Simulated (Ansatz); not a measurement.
# Rutile SnO₂

Computed with r²SCAN (Ansatz, a quantum-chemistry and plane-wave program, PAW).

Run with plane-wave cutoff 500 eV, 8×4×1 k mesh (along the axes of the cell as run), gaussian smearing 0.02 eV, scalar-relativistic PAW data made under PBE.

Cell: relaxed at this level.

| Item | Result |
|---|---|
| surface energy of the (110) face | 1.31 J/m² |
| ionisation potential of the slab | 7.82 eV |

The slab of 24 atoms is relaxed and unreconstructed.

Spin–orbit coupling is not included.

The computed numbers hold no vibrational or temperature effects.

The result took around 17 core-minutes (rough).
